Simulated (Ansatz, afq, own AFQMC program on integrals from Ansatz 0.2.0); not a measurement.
## SiN, doublet in 6-31G, levels against full CI

```tsv
atom	x (Å)	y (Å)	z (Å)
Si	0.0000	0.0000	0.0000
N	0.0000	0.0000	1.5638
```

Basis 6-31G. Only valence electrons are correlated. Integrals, coupled cluster, full CI and functionals: Ansatz 0.2.0; the random walks run on the same integrals in our own AFQMC program. ph-AFQMC/CISD is guided by a CISD state made of CCSD amplitudes; releasing the constraint for a short imaginary time cuts its bias at the price of noise, slowly where states lie close. Error bars are statistical, one sigma.

Determinant: UHF, the one that the program's search chose, which needn't be the lowest solution. The geometry is a PBE0/def2-TZVP stationary point of this or a neighbouring charge and spin state.

Full CI on the same integrals is exact in this basis and with this determinant's frozen core.

Cautions: strong correlation (T1 0.096, weight of the determinant 0.73, largest double 0.11); unrestricted determinant spin contaminated (⟨S²⟩ 1.30 against 0.75); CCSD(T) is in doubt: in a space of 9 electrons in 8 natural orbitals full CI lies 95 meV below it; the released energies are still falling, so no released level is given (meV from the phaseless value at times in 1/Eh: -13 ± 4 at 0.24, -18 ± 3 at 0.51, -40 ± 4 at 0.99, -52 ± 3 at 1.62, -61 ± 4 at 2.40).

```
T1 diagnostic                               : 0.0962
weight of the determinant in the CISD state : 0.734
⟨S²⟩ of the determinant                     : 1.299
size of the correlated space                : 9 electrons in 16 orbitals
```

Reference: full CI, correlation energy -4.739 eV. The cautions show a poor starting determinant, so the rows tell how each method copes with it here, and full CI is the sure value.

| level | E − E(reference) (mEh) | share of correlation (%) |
| --- | --- | --- |
| HF | 174.16 | 0.00 |
| MP2 | 48.30 | 72.27 |
| CCSD | 12.13 | 93.04 |
| CCSD(T) | 5.38 | 96.91 |
| CCSDT | 2.08 | 98.81 |
| CCSDT(Q) | 0.06 | 99.97 |
| CCSDTQ | 0.36 | 99.80 |
| ph-AFQMC/HF | 6.00 ± 0.89 | 96.56 |
| ph-AFQMC/CISD | 2.97 ± 0.17 | 98.29 |

CCSDT and higher add their correlation energy to the determinant of the CCSD(T) run, since their own runs factorise the integrals more tightly (a shift of under 2 meV). A walk keeps the symmetry of its determinant, which the program's search chose and which needn't be the lowest solution, so a lower state of the same spin and another symmetry isn't excluded.
